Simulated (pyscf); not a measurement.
Elementary routes open to HO–B(F)–F (SMILES OB(F)F) + H₂ (SMILES [H][H]) in the gas phase (singlet surface):
A. F–BH–F (SMILES FBF) + H₂O (SMILES O) (B–O, H–H broken; B–H, H–O formed)
B. HO–BH–F (SMILES OBF) + HF (SMILES F) (B–F, H–H broken; B–H, F–H formed)

Single points on ωB97X-D3(BJ)/def2-SVP structures (PySCF, gas phase).

Task: Rank the routes by free-energy barrier at 1200 K, lowest first, for ωB97M-D3(BJ)/def2-TZVP energies (ideal gas, 1 atm, RRHO with modes under 100 cm⁻¹ raised to 100, one conformer, R ln 2 for chiral ones without a mode under 150 cm⁻¹).

Result: A (353.3 kJ/mol), B (373.4 kJ/mol)

Route A is the fastest of these, ahead of the next by 20.1 kJ/mol. The most stable products are those of A (ΔG = +97.0 kJ/mol), so kinetics and thermodynamics agree. At 298 K A is still the fastest. A: On the product side the descent ends in an adduct with a B–O contact (not fully relaxed), 33.6 kJ/mol under the separated species and 120.6 kJ/mol under the saddle at ωB97X-D3(BJ)/def2-TZVP. B: On the product side the descent ends in a complex, 18.0 kJ/mol under the separated species and 121.7 kJ/mol under the saddle at ωB97X-D3(BJ)/def2-TZVP. Only these routes are compared; each barrier is that of the saddle found, and lower ones may exist.
